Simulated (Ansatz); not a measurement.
in.yaml

```yaml
crystal:
  periodic: [false, false, false]
  atoms:
    - {symbol: Zn, position_ang: [0.000000, 0.000000, 0.000000]}
    - {symbol: C, position_ang: [0.000000, 0.000000, 1.888400]}
basis:
  gaussian: {orbitals: STO-3G}
total_charge: 1
magnetization: {spin_polarized: true, initial_magnetization: 1}
correlation: {method: ccsdt, electrons: outside_noble_gas}
accuracy: high
```

```sh
$ ansatz run in.yaml --threads 1 --pin off --events-out ev --progress --plain --max-ram 2393MiB
```

Task: Roughly how long does this take on 1 thread of AMD EPYC, shared host, and how much host memory?

Result: 65 s wall and 0.16 GiB.

```
309 factors; integrals over basis functions are off by at most 3.1e-9 eV
mean field evaluation 1: about -48147.6533 eV, gradient 2.0e2 eV
mean field evaluation 2: about -48151.1229 eV, gradient 2.0e2 eV
mean field evaluation 4: about -48278.0720 eV, gradient 1.2e2 eV
mean field evaluation 8: about -48824.0154 eV, gradient 7.1e0 eV
mean field evaluation 16: about -48825.4323 eV, gradient 2.3e0 eV
mean field evaluation 32: about -48830.5037 eV, gradient 6.7e-8 eV
mean field evaluation 64: about -48830.6835 eV, gradient 2.9e-2 eV
mean field evaluation 96: about -48830.6821 eV, gradient 1.1e-1 eV
mean field evaluation 128: about -48831.9406 eV, gradient 1.7e-1 eV
mean field evaluation 160: about -48830.3970 eV, gradient 2.0e0 eV
...
cycle 221  -2.02523254 eV  change  -3.2e-10 eV  update   2.3e-9
cycle 222  -2.02523254 eV  change  -3.7e-10 eV  update   2.3e-9
cycle 223  -2.02523254 eV  change  -4.5e-10 eV  update   1.9e-9
cycle 224  -2.02523254 eV  change  -3.4e-10 eV  update   1.5e-9
cycle 225  -2.02523254 eV  change  -2.6e-10 eV  update   1.1e-9
cycle 226  -2.02523254 eV  change  -2.7e-13 eV  update   1.4e-9
cycle 227  -2.02523254 eV  change  -2.2e-10 eV  update   1.1e-9
cycle 228  -2.02523254 eV  change  -2.2e-10 eV  update  7.3e-10
cycle 229  -2.02523254 eV  change  -4.2e-10 eV  update  7.6e-10
cycle 230  -2.02523254 eV  change  -3.7e-10 eV  update  9.4e-10
Total energy: -48834.00293800 eV, -1794.6165070955 hartree
```
